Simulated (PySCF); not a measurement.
# SF4: BP86 against PBE0

Base calculation in PySCF with density fitting and no spin–orbit coupling, BP86/def2-TZVP (no relativity): singlet, C2v, S–F 1.588 Å (×2), S–F 1.688 Å (×2); F–S–F 88.1° (×4), F–S–F 100.8°, F–S–F 174.2°; wavenumbers 203, 307, 414, 470, 477, 514, 701, 783, 818 cm⁻¹; dipole moment 0.65 D, gap between the highest occupied and lowest empty levels 4.99 eV, polar-tensor charge of S 2.31 e, atomisation energy (no zero-point energy) 1491 kJ/mol.

What changes on going to PBE0/def2-TZVP (no relativity)?

The point group stays the same. Changes: mean bond to S -0.037 Å, smallest bond angle -0.5 degrees, highest wavenumber +85 cm⁻¹, lowest wavenumber +21 cm⁻¹, dipole moment -0.04 D, gap between the highest occupied and lowest empty levels +2.90 eV, polar-tensor charge of S +0.12 e, atomisation energy (no zero-point energy) -126 kJ/mol. The new structure has S–F 1.553 Å (×2), S–F 1.649 Å (×2); F–S–F 87.6° (×4), F–S–F 101.3°, F–S–F 172.5°, with wavenumbers 224, 349, 463, 528, 533, 564, 749, 874, 903 cm⁻¹.

Each species is the lowest minimum found with this bonding; other isomers or fragments can lie lower.
